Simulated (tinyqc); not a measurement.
UKS/PBE in the sto-3g basis, for H2O+, spin multiplicity 2, step by step (part 3 of 3). Computed by tinyqc, a small Python program that keeps every step (integrals from PySCF). Command: `OMP_NUM_THREADS=1 python tinyqc.py 26952 26953 out.jsonl` (the two numbers bound the seeds that draw the settings). One thread of a shared host (Intel(R) Xeon(R) Processor @ 2.60GHz), about 4 s of CPU time with the checks.

Geometry (angstrom):
```
atom         x          y         z
O     0.000000   0.000000  0.000000
H     0.000000   0.974000  0.832000
H     0.000000  -0.968000  0.827000
```

## Iteration 19 (converged): orbitals

converged F(alpha) (hartree), order 1O 1s, 1O 2s, 1O 2px, 1O 2py, 1O 2pz, 2H 1s, 3H 1s:
$$\begin{pmatrix}
-19.164710 & -4.926137 & 0.000000 & 0.000082 & -0.013532 & -0.529487 & -0.539074 \\
-4.926137 & -2.481766 & 0.000000 & 0.000809 & -0.102704 & -0.567007 & -0.575158 \\
0.000000 & 0.000000 & -0.706640 & 0.000000 & 0.000000 & 0.000000 & 0.000000 \\
0.000082 & 0.000809 & 0.000000 & -0.690079 & 0.000368 & -0.255961 & 0.258990 \\
-0.013532 & -0.102704 & 0.000000 & 0.000368 & -0.671912 & -0.239236 & -0.241907 \\
-0.529487 & -0.567007 & 0.000000 & -0.255961 & -0.239236 & -0.630212 & -0.175194 \\
-0.539074 & -0.575158 & 0.000000 & 0.258990 & -0.241907 & -0.175194 & -0.633217
\end{pmatrix}$$

converged F(beta) (hartree), order 1O 1s, 1O 2s, 1O 2px, 1O 2py, 1O 2pz, 2H 1s, 3H 1s:
$$\begin{pmatrix}
-19.146685 & -4.912570 & 0.000000 & 0.000081 & -0.013085 & -0.528131 & -0.537695 \\
-4.912570 & -2.406385 & 0.000000 & 0.000796 & -0.099264 & -0.556855 & -0.564828 \\
0.000000 & 0.000000 & -0.554468 & 0.000000 & 0.000000 & 0.000000 & 0.000000 \\
0.000081 & 0.000796 & 0.000000 & -0.652535 & 0.000430 & -0.254191 & 0.257171 \\
-0.013085 & -0.099264 & 0.000000 & 0.000430 & -0.635195 & -0.237481 & -0.240111 \\
-0.528131 & -0.556855 & 0.000000 & -0.254191 & -0.237481 & -0.642207 & -0.174149 \\
-0.537695 & -0.564828 & 0.000000 & 0.257171 & -0.240111 & -0.174149 & -0.644814
\end{pmatrix}$$

X, order 1O 1s, 1O 2s, 1O 2px, 1O 2py, 1O 2pz, 2H 1s, 3H 1s:
$$\begin{pmatrix}
-0.411297 & -0.011718 & 0.690694 & 0.000000 & 0.608601 & 0.002668 & 0.217708 \\
0.926180 & 0.019356 & -0.289017 & 0.000000 & 0.323540 & 0.002858 & 0.467177 \\
0.000000 & 0.000000 & 0.000000 & 1.000000 & 0.000000 & 0.000000 & 0.000000 \\
-0.018797 & 0.785730 & 0.001150 & 0.000000 & -0.000365 & 0.701905 & -0.003129 \\
0.435488 & 0.007921 & 0.685913 & 0.000000 & -0.597176 & 0.000777 & 0.231860 \\
-0.549760 & -0.704889 & -0.224423 & 0.000000 & -0.186684 & 0.400505 & 0.388656 \\
-0.585683 & 0.681165 & -0.221447 & 0.000000 & -0.184544 & -0.395243 & 0.393576
\end{pmatrix}$$

Diagonalise F' = X^T F X, C = X C', fill 5 alpha and 4 beta electrons from the bottom; D(s) = C_occ C_occ^T. Each column has its largest component positive (the first on a tie).

F' = X^T F X (alpha) (hartree):
$$\begin{pmatrix}
-1.403413 & -0.036644 & 2.517887 & 0.000000 & 2.542115 & 0.012120 & 1.017678 \\
-0.036644 & -0.305121 & 0.084393 & 0.000000 & 0.088416 & -0.038893 & 0.039253 \\
2.517887 & 0.084393 & -7.422650 & 0.000000 & -7.590167 & -0.037283 & -3.915605 \\
0.000000 & 0.000000 & 0.000000 & -0.706640 & 0.000000 & 0.000000 & 0.000000 \\
2.542115 & 0.088416 & -7.590167 & 0.000000 & -9.272060 & -0.042480 & -4.554613 \\
0.012120 & -0.038893 & -0.037283 & 0.000000 & -0.042480 & -0.772357 & -0.022226 \\
1.017678 & 0.039253 & -3.915605 & 0.000000 & -4.554613 & -0.022226 & -3.445362
\end{pmatrix}$$

orbital energies (alpha) (hartree): MO1 -19.174325, MO2 -1.313804, MO3 -0.775435, MO4 -0.706640, MO5 -0.704094, MO6 -0.352738, MO7 -0.300567

coefficients C (alpha), order 1O 1s, 1O 2s, 1O 2px, 1O 2py, 1O 2pz, 2H 1s, 3H 1s:
$$\begin{pmatrix}
0.993880 & -0.252279 & -0.001220 & 0.000000 & 0.081607 & 0.077756 & 0.003288 \\
0.025632 & 0.957942 & 0.005811 & 0.000000 & -0.378740 & -0.449977 & -0.019725 \\
0.000000 & 0.000000 & 0.000000 & 1.000000 & 0.000000 & 0.000000 & 0.000000 \\
-0.000028 & -0.001281 & 0.764762 & 0.000000 & 0.005715 & -0.024739 & 0.724499 \\
0.002315 & 0.149778 & -0.004684 & 0.000000 & 0.808298 & -0.627836 & -0.024172 \\
-0.004194 & 0.079400 & 0.337081 & 0.000000 & 0.278309 & 0.715387 & -0.697566 \\
-0.004262 & 0.080925 & -0.340723 & 0.000000 & 0.273895 & 0.664799 & 0.749393
\end{pmatrix}$$

F' = X^T F X (beta) (hartree):
$$\begin{pmatrix}
-1.365406 & -0.036021 & 2.509471 & 0.000000 & 2.545929 & 0.011772 & 1.060074 \\
-0.036021 & -0.298170 & 0.084142 & 0.000000 & 0.088400 & -0.011722 & 0.040122 \\
2.509471 & 0.084142 & -7.397195 & 0.000000 & -7.604644 & -0.037155 & -3.913898 \\
0.000000 & 0.000000 & 0.000000 & -0.554468 & 0.000000 & 0.000000 & 0.000000 \\
2.545929 & 0.088400 & -7.604644 & 0.000000 & -9.243741 & -0.042369 & -4.539863 \\
0.011772 & -0.011722 & -0.037155 & 0.000000 & -0.042369 & -0.755922 & -0.022222 \\
1.060074 & 0.040122 & -3.913898 & 0.000000 & -4.539863 & -0.022222 & -3.417224
\end{pmatrix}$$

orbital energies (beta) (hartree): MO1 -19.155812, MO2 -1.246321, MO3 -0.756042, MO4 -0.676782, MO5 -0.554468, MO6 -0.346133, MO7 -0.296569

coefficients C (beta), order 1O 1s, 1O 2s, 1O 2px, 1O 2py, 1O 2pz, 2H 1s, 3H 1s:
$$\begin{pmatrix}
0.994054 & -0.247282 & -0.001219 & 0.092014 & 0.000000 & 0.079906 & 0.003803 \\
0.024929 & 0.935073 & 0.005766 & -0.426710 & 0.000000 & -0.455038 & -0.022337 \\
0.000000 & 0.000000 & 0.000000 & 0.000000 & 1.000000 & 0.000000 & 0.000000 \\
-0.000027 & -0.001368 & 0.722427 & 0.004199 & 0.000000 & -0.030590 & 0.766518 \\
0.002237 & 0.152685 & -0.003873 & 0.771005 & 0.000000 & -0.672286 & -0.028611 \\
-0.004069 & 0.105447 & 0.378181 & 0.311069 & 0.000000 & 0.700260 & -0.674162 \\
-0.004134 & 0.107345 & -0.380642 & 0.306150 & 0.000000 & 0.644612 & 0.731809
\end{pmatrix}$$

D(alpha) after iteration 19, order 1O 1s, 1O 2s, 1O 2px, 1O 2py, 1O 2pz, 2H 1s, 3H 1s:
$$\begin{pmatrix}
1.058102 & -0.247108 & 0.000000 & -0.000171 & 0.030483 & -0.001899 & -0.001884 \\
-0.247108 & 1.061788 & 0.000000 & 0.001052 & -0.162623 & -0.027495 & -0.028303 \\
0.000000 & 0.000000 & 1.000000 & 0.000000 & 0.000000 & 0.000000 & 0.000000 \\
-0.000171 & 0.001052 & 0.000000 & 0.584896 & 0.000845 & 0.259276 & -0.259110 \\
0.030483 & -0.162623 & 0.000000 & 0.000845 & 0.675806 & 0.235260 & 0.235095 \\
-0.001899 & -0.027495 & 0.000000 & 0.259276 & 0.235260 & 0.197402 & -0.032181 \\
-0.001884 & -0.028303 & 0.000000 & -0.259110 & 0.235095 & -0.032181 & 0.197677
\end{pmatrix}$$

D(beta) after iteration 19, order 1O 1s, 1O 2s, 1O 2px, 1O 2py, 1O 2pz, 2H 1s, 3H 1s:
$$\begin{pmatrix}
1.057760 & -0.245716 & 0.000000 & -0.000183 & 0.035415 & -0.001958 & -0.002019 \\
-0.245716 & 1.057098 & 0.000000 & 0.001094 & -0.186190 & -0.032056 & -0.032560 \\
0.000000 & 0.000000 & 0.000000 & 0.000000 & 0.000000 & 0.000000 & 0.000000 \\
-0.000183 & 0.001094 & 0.000000 & 0.521921 & 0.000230 & 0.274371 & -0.273848 \\
0.035415 & -0.186190 & 0.000000 & 0.000230 & 0.617781 & 0.254462 & 0.253898 \\
-0.001958 & -0.032056 & 0.000000 & 0.274371 & 0.254462 & 0.250921 & -0.037382 \\
-0.002019 & -0.032560 & 0.000000 & -0.273848 & 0.253898 & -0.037382 & 0.250157
\end{pmatrix}$$

## Convergence

Stop when the energy changes by less than 1e-08 hartree and every element of the error matrix X^T (F D S - S D F) X (for each spin) is below 3e-05.

Course of the cycle:
```
iteration   E (hartree)     change  largest element of the error matrix
1          -73.88000247          -                             2.62e-01
2          -74.08310034  -2.03e-01                             2.24e-01
3          -74.53785527  -4.55e-01                             1.41e-01
4          -74.65282596  -1.15e-01                             1.52e-01
5          -74.81314517  -1.60e-01                             3.02e-02
6          -74.84615292  -3.30e-02                             9.26e-03
7          -74.85558778  -9.43e-03                             3.56e-03
8          -74.85839811  -2.81e-03                             1.30e-03
9          -74.85924024  -8.42e-04                             4.64e-04
10         -74.85949277  -2.53e-04                             1.56e-04
11         -74.85956852  -7.58e-05                             5.25e-05
12         -74.85959125  -2.27e-05                             1.47e-05
13         -74.85959806  -6.82e-06                             4.27e-06
14         -74.85960011  -2.04e-06                             1.27e-06
15         -74.85960072  -6.13e-07                             3.83e-07
16         -74.85960091  -1.84e-07                             1.15e-07
17         -74.85960096  -5.52e-08                             3.42e-08
18         -74.85960098  -1.66e-08                             9.93e-09
19         -74.85960098  -4.97e-09                             2.92e-09
```

PySCF UKS in the same basis, fine grid, after a stability check = -74.85996751 hartree

Converged in 19 iterations. The coarse grid moves the energy by +3.67e-04 hartree.

## Populations, bond orders and dipole

overlap S, order 1O 1s, 1O 2s, 1O 2px, 1O 2py, 1O 2pz, 2H 1s, 3H 1s:
$$\begin{pmatrix}
1.000000 & 0.236704 & 0.000000 & 0.000000 & 0.000000 & 0.025125 & 0.025581 \\
0.236704 & 1.000000 & 0.000000 & 0.000000 & 0.000000 & 0.290000 & 0.293755 \\
0.000000 & 0.000000 & 1.000000 & 0.000000 & 0.000000 & 0.000000 & 0.000000 \\
0.000000 & 0.000000 & 0.000000 & 1.000000 & 0.000000 & 0.206753 & -0.208931 \\
0.000000 & 0.000000 & 0.000000 & 0.000000 & 1.000000 & 0.176610 & 0.178498 \\
0.025125 & 0.290000 & 0.000000 & 0.206753 & 0.176610 & 1.000000 & 0.131023 \\
0.025581 & 0.293755 & 0.000000 & -0.208931 & 0.178498 & 0.131023 & 1.000000
\end{pmatrix}$$

Mulliken: Z minus the diagonal of D S on the atom; Loewdin: the same with S^(1/2) D S^(1/2); Mayer order: 2 sum_s sum (D(s) S)_ij (D(s) S)_ji over the two atoms.

Charges (e):
```
atom  Mulliken   Loewdin  Mulliken spin
1O    0.238041  0.317981       1.115005
2H    0.381336  0.341820      -0.058026
3H    0.380623  0.340199      -0.056979
```

Mayer bond orders:
```
pair     order
2-1   0.848462
3-1   0.849125
3-2   0.002755
```

dipole moment about the origin, x y z (debye): [0.000000, 0.014053, 3.443575]

<S^2> of the determinant (pure state: 0.75) = 0.756581
